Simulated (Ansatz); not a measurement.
Species, as SMILES: [CH2]Cl (CH2-Cl), doublet.
Atoms: C1, Cl2, H3, H4. Bonds: C1-Cl2, C1-H3, C1-H4.

Basis-set convergence of the lowest harmonic wavenumber at B3LYP with Ansatz (a first-principles code). Each level at its own minimum, finite differences of forces, unscaled; the reference is a large set that could be run, not a limit. Cartesian d functions, on some or all atoms, in 6-31+G*, 6-311G**, 6-311+G**; all else is spherical. The program fits the integrals of some runs and decomposes those of others, by size. Core-valence sets carry the plain set on hydrogen. Open shells are unrestricted. No added dispersion term, no relativity. Reference: the value in aug-pcseg-2, 224 cm⁻¹, itself unsure by roughly 3 cm⁻¹ (its mean distance from aug-cc-pV(T+d)Z, def2-TZVPPD). Deviations are taken from unrounded values.

| basis | functions | lowest harmonic wavenumber (cm⁻¹) | minus reference (cm⁻¹) |
|---|---|---|---|
| 6-31G | 26 | 128 | -96 |
| def2-SV(P) | 36 | 94 | -130 |
| def2-SVP | 42 | 141 | -83 |
| 6-31+G* | 46 | 152 | -72 |
| 6-311G** | 57 | 137 | -87 |
| 6-311+G** | 65 | 197 | -27 |
| aug-cc-pV(D+d)Z | 73 | 253 | 29 |
| def2-TZVP | 80 | 218 | -6 |
| pcseg-2 | 92 | 226 | 2 |
| cc-pV(T+d)Z | 97 | 217 | -7 |
| def2-TZVPD | 101 | 225 | 1 |
| def2-TZVPP | 101 | 229 | 5 |
| jun-cc-pV(T+d)Z | 115 | 227 | 3 |
| 6-311++G(3df,3pd) | 122 | 227 | 3 |
| def2-TZVPPD | 122 | 230 | 6 |
| cc-pCVTZ | 130 | 213 | -11 |
| aug-pcseg-2 | 142 | 224 | 0 |
| aug-cc-pV(T+d)Z | 147 | 224 | 0 |
